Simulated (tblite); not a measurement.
Compound: C3H2FOP.
Numbering: `[F:1][c:2]1[cH:3][o:4][cH:5][p:6]1` (hydrogens: H7 on C3; H8 on C5)

Computed with GFN2-xTB (tblite), gas phase: L-BFGS steps from a force-field or distance-geometry start until the largest atomic force falls under 0.01 eV/Å.

Step 0: E = -508.3669 eV
```
atom  x, y, z in Å  |  force x, y, z in eV/Å
F1     -2.3898    0.7316    0.6806    1.102  -0.296  -0.168
C2     -1.0712    0.4693    0.4772    1.626   1.754  -0.537
C3     -0.4705   -0.7599    0.6094   -4.053  -0.104   0.668
O4      0.7695   -0.8269    0.3824    1.852  -4.305   0.505
C5      1.4607    0.1720    0.0842   -1.223   6.081  -0.949
P6      0.2521    1.6975    0.0122    0.751  -3.332   0.505
H7     -1.0881   -1.6469    0.8801    1.017   0.495  -0.262
H8      2.5463    0.1728   -0.1159   -1.071  -0.293   0.240
```

Step 1: E = -509.1580 eV
```
atom  x, y, z in Å  |  force x, y, z in eV/Å
F1     -2.3741    0.7273    0.6782    1.039   0.070  -0.224
C2     -1.0479    0.4944    0.4695    0.631  -0.024  -0.039
C3     -0.5284   -0.7614    0.6189    0.880   0.403  -0.334
O4      0.7960   -0.8884    0.3896   -0.235   0.378   0.069
C5      1.4432    0.2589    0.0706   -2.402   0.980   0.181
P6      0.2628    1.6499    0.0195    1.245  -1.650   0.101
H7     -1.0736   -1.6398    0.8764   -0.009  -0.370   0.079
H8      2.5310    0.1686   -0.1125   -1.150   0.212   0.167
```

Problem. Estimate the geometry and energy of step 2. (The exact step hangs on the optimiser's Hessian estimate; all steps are aligned on step 1, rigid shifts and turns removed.)

Solution. E = -509.3304 eV, largest force 1.679 eV/Å
```
atom  x, y, z in Å  |  force x, y, z in eV/Å
F1     -2.3543    0.7277    0.6741    0.803   0.190  -0.199
C2     -1.0335    0.4985    0.4675    0.307  -0.411   0.072
C3     -0.5244   -0.7551    0.6152    0.614  -0.366  -0.115
O4      0.7969   -0.8933    0.3921   -0.392   0.699   0.015
C5      1.4009    0.2905    0.0711   -0.343  -0.782   0.152
P6      0.2850    1.6144    0.0224    0.501   0.263  -0.126
H7     -1.0711   -1.6446    0.8770    0.113  -0.040  -0.006
H8      2.5095    0.1713   -0.1092   -1.605   0.448   0.207
```

The energy changes by -0.1724 eV. The first-order estimate −F·Δx gives -0.2828 eV and the mean of the old and new forces, exact on a quadratic surface, -0.1636 eV. The step makes an angle of 19° with the force vector and moves no atom by more than 0.053 Å.
